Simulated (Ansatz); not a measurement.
A nudged elastic band was laid between two geometries of FH + H6Si2 (10 atoms, charge 0, multiplicity 1).

Computed with Ansatz, RKS PBE-D4/6-31G*.

```json
{
  "movable images": "7",
  "climbing image": "yes",
  "spring": "5.0 eV/Å²",
  "optimiser": "quadratic models (default)",
  "start path": "through a guess of the saddle point",
  "force threshold": "0.05 eV/Å",
  "iteration limit": "60",
  "end points": "relaxed"
}
```

First end point:

```xyz
10
Properties=species:S:1:pos:R:3
Si 0.265 -0.062 0.091
Si 0.213 -0.003 2.444
H -0.805 -0.975 2.976
H 1.541 -0.410 3.019
H -0.124 1.362 2.961
H 1.628 -0.462 -0.401
H -0.079 1.266 -0.508
H -0.705 -1.085 -0.433
F -2.499 0.653 1.194
H -2.612 -0.284 1.247
```

Last end point:

```xyz
10
Properties=species:S:1:pos:R:3
Si -0.412 0.421 -0.718
Si -0.198 -0.426 3.248
H -0.296 -0.880 4.673
H 0.704 -1.352 2.491
H 0.364 0.962 3.200
H -0.108 1.361 0.407
H 0.556 0.647 -1.841
H -0.304 -0.992 -0.235
F -1.921 0.695 -1.259
H -1.560 -0.436 2.623
```

Problem. What changes between the two ends?

Solution. Bonds broken: Si1–Si2, F9–H10. Bonds formed: Si1–F9, Si2–H10. FH + H6Si2 becomes FH3Si + H4Si.

Problem. What energy profile does the band end with?

Solution. The run converged. The highest image is number 3 of 0 to 8, 30.6 kcal/mol above the first end and 57.4 kcal/mol above the last; the last end lies 26.8 kcal/mol below the first. Neighbouring images differ by up to 1.8 eV, so the band resolves the path poorly. A vibrational analysis at the climbing image gives one clearly imaginary mode, 906i cm⁻¹: a first-order saddle point. The orbitals stay closed-shell, which can raise the energy where a bond breaks towards radicals; this wasn't checked here.

| image | path coordinate (Å) | energy (kcal/mol) | Si1–Si2 (Å) | F9–H10 (Å) | Si1–F9 (Å) |
| --- | --- | --- | --- | --- | --- |
| 0 | 0.00 | 0.0 | 2.35 | 0.95 | 3.06 |
| 1 | 1.17 | 0.7 | 2.35 | 0.95 | 3.10 |
| 2 | 2.34 | 6.5 | 2.37 | 0.95 | 2.70 |
| 3 | 3.51 | 30.6 | 2.60 | 1.17 | 1.96 |
| 4 | 4.50 | -9.9 | 3.15 | 1.80 | 1.65 |
| 5 | 5.49 | -25.0 | 3.69 | 2.31 | 1.63 |
| 6 | 6.48 | -26.4 | 4.10 | 2.79 | 1.62 |
| 7 | 7.47 | -26.6 | 4.01 | 3.32 | 1.63 |
| 8 | 8.45 | -26.8 | 4.06 | 4.06 | 1.63 |

Problem. What is the geometry of the highest image?

Solution. 
```xyz
10
Properties=species:S:1:pos:R:3
Si -0.273 0.055 0.014
Si -0.067 -0.043 2.607
H -1.039 -0.301 3.732
H 0.938 -1.154 2.601
H 0.607 1.268 2.874
H 1.184 0.346 0.330
H -0.581 1.131 -0.980
H -0.273 -1.339 -0.521
F -2.172 0.070 0.491
H -1.501 -0.033 1.441
```

Run time: 4 min on 1 thread of Arm Neoverse V2 (shared host), peak memory 0.12 GiB.
